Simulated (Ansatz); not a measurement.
Counterpoise correction, worked out

The pair of NH₃ (SMILES N, atoms 1–4) and C₂H₆ (SMILES CC, atoms 5–12), both closed shells, in one local arrangement (a lower one may exist), relaxed at PBE0-D4/def2-TZVP:

```json
{"atom": "N1", "x (Å)": "-0.0411", "y (Å)": "-0.1474", "z (Å)": "-2.3346"}
{"atom": "H2", "x (Å)": "-0.7913", "y (Å)": "0.2295", "z (Å)": "-2.9007"}
{"atom": "H3", "x (Å)": "0.6065", "y (Å)": "-0.6059", "z (Å)": "-2.9635"}
{"atom": "H4", "x (Å)": "-0.4445", "y (Å)": "-0.8658", "z (Å)": "-1.7456"}
{"atom": "C5", "x (Å)": "0.4867", "y (Å)": "0.8102", "z (Å)": "1.1270"}
{"atom": "C6", "x (Å)": "-0.3161", "y (Å)": "-0.4581", "z (Å)": "1.3588"}
{"atom": "H7", "x (Å)": "0.6312", "y (Å)": "0.9871", "z (Å)": "0.0590"}
{"atom": "H8", "x (Å)": "-0.0202", "y (Å)": "1.6818", "z (Å)": "1.5488"}
{"atom": "H9", "x (Å)": "1.4719", "y (Å)": "0.7462", "z (Å)": "1.5960"}
{"atom": "H10", "x (Å)": "-0.4726", "y (Å)": "-0.6518", "z (Å)": "2.4231"}
{"atom": "H11", "x (Å)": "0.1921", "y (Å)": "-1.3314", "z (Å)": "0.9406"}
{"atom": "H12", "x (Å)": "-1.3024", "y (Å)": "-0.3945", "z (Å)": "0.8912"}
```

Ansatz 0.2.0; basis: def2-TZVPPD; cores frozen in the correlated methods.

CCSD(T) total energies in eV:

| system | geometry | basis functions | energy |
| --- | --- | --- | --- |
| pair | pair | all | -3705.02960 |
| NH₃ | as in the pair | all (partner as ghosts) | -1536.86922 |
| C₂H₆ | as in the pair | all (partner as ghosts) | -2168.12291 |
| NH₃ | as in the pair | its own | -1536.86060 |
| C₂H₆ | as in the pair | its own | -2168.11891 |
| NH₃ | free (PBE0-D4 minimum) | its own | -1536.86076 |
| C₂H₆ | free (PBE0-D4 minimum) | its own | -2168.11953 |

Work out the interaction energy with and without the counterpoise correction, the superposition error, and the binding energy from the relaxed fragments.

Without correction: -3705.02960 − (-1536.86060) − (-2168.11891) = -0.05009 eV.
With correction (each fragment in the whole basis): -3705.02960 − (-1536.86922) − (-2168.12291) = -0.03747 eV = -0.86 kcal/mol.
The superposition error is the difference, 0.01262 eV, 25 % of the uncorrected value: each fragment borrows its partner's functions.
Deformation from the free shapes: 0.00016 eV for NH₃ and 0.00062 eV for C₂H₆.
Binding energy from relaxed fragments: -0.03747 + 0.00016 + 0.00062 = -0.03669 eV = -0.85 kcal/mol (electronic, without zero-point energy; negative means bound). For comparison, the corrected interaction energy by CCSD(T) at an estimated basis limit (MP2 extrapolated from triple and quadruple zeta, plus CCSD(T) − MP2 in triple zeta) is -0.043 eV; triple zeta with the correction binds less.

No T1 diagnostic of these runs exceeds 0.009.

For scale, one of the runs: CCSD(T)/def2-TZVPPD, 264 basis functions, launched by `ansatz run in.yaml --threads 4 --pin off --events-out ev --progress --plain --max-ram 9574MiB`. Time: 97 s of wall clock on 4 CPU threads of an Arm Neoverse V1; the host was shared. Peak host memory: 6.7 GiB.
